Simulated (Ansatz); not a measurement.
Graphite, treated with PBE-D4 (Ansatz, a first-principles code, plane waves, PAW).

Numerical settings: plane-wave cutoff 520 eV, 24×24×8 k mesh (along the axes of the cell as run), Fermi–Dirac smearing 0.05 eV, scalar-relativistic PAW data made under PBE.

The cell is scaled about its equilibrium volume:

Shape and atoms are relaxed at each volume.

| V (Å³/atom) | P (GPa) | c (Å) | a (Å) |
|---|---|---|---|
| 8.380 | 1.76 | 6.417 | 2.456 |
| 8.555 | 0.78 | 6.539 | 2.458 |
| 8.730 | -0.01 | 6.663 | 2.460 |
| 8.904 | -0.61 | 6.789 | 2.461 |
| 9.079 | -1.08 | 6.915 | 2.463 |

Note: the bulk modulus comes from volumes at which shape and atoms were relaxed.
